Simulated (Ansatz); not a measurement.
Ansatz (a first-principles code) input for LiF, SMILES [F][Li], PBE-D3(BJ)/def2-TZVPD. 

Ansatz 0.2 input:
```yaml
crystal:
  periodic: [false, false, false]
  atoms:
    - {symbol: Li, position_ang: [0.00000000, 0.00000000, -1.14078172]}
    - {symbol: F, position_ang: [0.00000000, 0.00000000, 0.38026057]}
basis:
  gaussian:
    orbitals: def2-TZVPD
hamiltonian:
  xc: pbe
  dispersion: d3bj
relax: {f_tol: 0.002, max_steps: 200}
```

Program output:

```
Functional definition: PBE
integrals: 0.01 GiB planned
362 factors; their error is unknown
mean field: 0.09 GiB planned
mean field evaluation 1: about -2916.5687 eV, gradient 5.5e1 eV
mean field evaluation 2: about -2732.2864 eV, gradient 2.4e2 eV
mean field evaluation 4: about -2921.1335 eV, gradient 4.5e0 eV
mean field evaluation 8: about -2921.1654 eV, gradient 5.9e-2 eV
mean field -2921.16542083 eV, -107.3508491784 hartree, gradient 1.4e-5 eV, S^2 0.000000; 0 other end points of the search recorded, 0 dependent functions left out
the calculation of the forces begins
reference -2921.16545493 eV, -107.3508504316 hartree; 6, 6 occupied and 51, 51 virtual orbitals, 362 factors
relax step   1: F+E_penalty+E_count = -2921.17178305 eV  Δ(F+E_penalty+E_count) = +0.000e0 eV  max|allowed force component| = 1.026e0 eV/Å  Δτ_max = 0.0000 Å  (24 SCF iters, accepted)
these checks for a lower state are left out or cut short: starts, cluster_reference, orbital_swaps, neighbouring_geometries, increment
integrals: 0.01 GiB planned
362 factors; their error is unknown
mean field: 0.09 GiB planned
mean field evaluation 16: about -2921.1841 eV, gradient 3.5e-3 eV
mean field -2921.18437196 eV, -107.3515456197 hartree, gradient 8.0e-6 eV, S^2 0.000000; 0 other end points of the search recorded, 0 dependent functions left out
the calculation of the forces begins
reference -2921.18440623 eV, -107.3515468790 hartree; 6, 6 occupied and 51, 51 virtual orbitals, 362 factors
relax step   2: F+E_penalty+E_count = -2921.19073214 eV  Δ(F+E_penalty+E_count) = -1.895e-2 eV  max|allowed force component| = 5.883e-1 eV/Å  Δτ_max = 0.0118 Å  (22 SCF iters, accepted)
these checks for a lower state are left out or cut short: starts, cluster_reference, orbital_swaps, neighbouring_geometries, increment
integrals: 0.01 GiB planned
362 factors; their error is unknown
mean field: 0.09 GiB planned
mean field -2921.19479924 eV, -107.3519288152 hartree, gradient 1.3e-5 eV, S^2 0.000000; 0 other end points of the search recorded, 0 dependent functions left out
the calculation of the forces begins
reference -2921.19483374 eV, -107.3519300828 hartree; 6, 6 occupied and 51, 51 virtual orbitals, 362 factors
relax step   3: F+E_penalty+E_count = -2921.20115630 eV  Δ(F+E_penalty+E_count) = -1.042e-2 eV  max|allowed force component| = 5.870e-2 eV/Å  Δτ_max = 0.0165 Å  (22 SCF iters, accepted)
these checks for a lower state are left out or cut short: starts, cluster_reference, orbital_swaps, neighbouring_geometries, increment
integrals: 0.01 GiB planned
362 factors; their error is unknown
mean field: 0.09 GiB planned
mean field evaluation 32: about -2921.1949 eV, gradient 5.0e-6 eV
mean field -2921.19491287 eV, -107.3519329909 hartree, gradient 5.0e-6 eV, S^2 0.000000; 0 other end points of the search recorded, 0 dependent functions left out
the calculation of the forces begins
reference -2921.19494739 eV, -107.3519342597 hartree; 6, 6 occupied and 51, 51 virtual orbitals, 362 factors
relax step   4: F+E_penalty+E_count = -2921.20126945 eV  Δ(F+E_penalty+E_count) = -1.131e-4 eV  max|allowed force component| = 1.142e-2 eV/Å  Δτ_max = 0.0024 Å  (21 SCF iters, accepted)
these checks for a lower state are left out or cut short: starts, cluster_reference, orbital_swaps, neighbouring_geometries, increment
integrals: 0.01 GiB planned
362 factors; their error is unknown
mean field: 0.09 GiB planned
mean field -2921.19491731 eV, -107.3519331543 hartree, gradient 2.6e-5 eV, S^2 0.000000; 0 other end points of the search recorded, 0 dependent functions left out
the calculation of the forces begins
reference -2921.19495183 eV, -107.3519344228 hartree; 6, 6 occupied and 51, 51 virtual orbitals, 362 factors
relax step   5: F+E_penalty+E_count = -2921.20127397 eV  Δ(F+E_penalty+E_count) = -4.527e-6 eV  max|allowed force component| = 2.246e-4 eV/Å  Δτ_max = 0.0004 Å  (16 SCF iters, accepted)
integrals: 0.01 GiB planned
362 factors; their error is unknown
mean field: 0.09 GiB planned
mean field -2921.19491731 eV, -107.3519331543 hartree, gradient 2.6e-5 eV, S^2 0.000000; 1 other end points of the search recorded, 0 dependent functions left out
the calculation of the forces begins
reference -2921.19495183 eV, -107.3519344228 hartree; 6, 6 occupied and 51, 51 virtual orbitals, 362 factors
Total energy: -2921.20130849 eV, -107.3521680257 hartree
Atom 0 at     0.000000    -0.000000    -1.171080 Å, force    -0.000000     0.000000    -0.000225 eV/Å
Atom 1 at    -0.000000     0.000000     0.410559 Å, force     0.000000    -0.000000     0.000225 eV/Å
Dipole moment:     0.000000     0.000000    -1.288146 e Å
```

The run converged.

Cost: around 2.6 core-seconds (rough).
